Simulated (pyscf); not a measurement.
## Addition across a multiple bond or ene-type step: `[OH][BH][OH]` + `[CH2]=[CH2]` -> `[CH3][CH2][B]([OH])[OH]`

Gas phase, singlet surface, charge 0. Bonds broken: B2–H5. Bonds formed: B2–C7, H5–C8. PySCF, gas phase, ωB97X-D3(BJ)/def2-SVP geometries.

Transition state (Å):

```xyz
12

O     -2.5675     0.2006     0.1021
B     -1.2799    -0.3625     0.3239
O     -0.7588    -1.4896    -0.3710
H     -2.6736     0.5032    -0.8042
H     -1.2370    -0.6593     1.5501
H     -0.7072    -1.3322    -1.3180
C     -0.0397     1.0159     0.1426
C     -0.0951     0.5896     1.4629
H     -0.5833     1.9142    -0.1561
H      0.7627     0.6581    -0.5053
H     -0.6747     1.1432     2.2065
H      0.6558    -0.0978     1.8617
```

One imaginary mode, 693i cm⁻¹; descent along it reached the two sides named.

| bond | change | reactant side (Å) | saddle | product side |
|---|---|---|---|---|
| B2–H5 | breaks | 1.206 | 1.262 | 2.6 |
| B2–C7 | forms | 4.0 | 1.863 | 1.594 |
| H5–C8 | forms | 5.1 | 1.695 | 1.143 |

Electronic energies relative to the separated reactants (eV):

```tsv
level	barrier	reaction energy	reverse barrier
ωB97X-D3(BJ)/def2-TZVP	1.53	-1.63	3.16
PBE/def2-TZVP	1.37	-1.50	2.87
r²SCAN/def2-TZVP	1.40	-1.59	2.99
B3LYP-D3(BJ)/def2-TZVP	1.66	-1.43	3.09
PBE0-D3(BJ)/def2-TZVP	1.34	-1.70	3.03
M06-2X/def2-TZVP	1.49	-1.55	3.04
ωB97M-D3(BJ)/def2-TZVP	1.56	-1.54	3.10
HF/def2-TZVP	2.39	-1.22	3.62
```

With ωB97M-D3(BJ)/def2-TZVP energies and thermal terms (ideal gas, 1 atm, RRHO with modes under 100 cm⁻¹ raised to 100, one conformer, R ln 2 for rigid chiral ones), in eV:

| T (K) | ΔH‡ | ΔG‡ | ΔH | ΔG |
|---|---|---|---|---|
| 298 | 1.58 | 2.08 | -1.40 | -0.93 |
| 600 | 1.60 | 2.57 | -1.38 | -0.45 |
| 900 | 1.63 | 3.05 | -1.34 | 0.00 |
| 1200 | 1.65 | 3.53 | -1.30 | +0.44 |

At the saddle there is also a short B–C contact that neither side keeps. One saddle was located; it need not be the lowest between these sides.
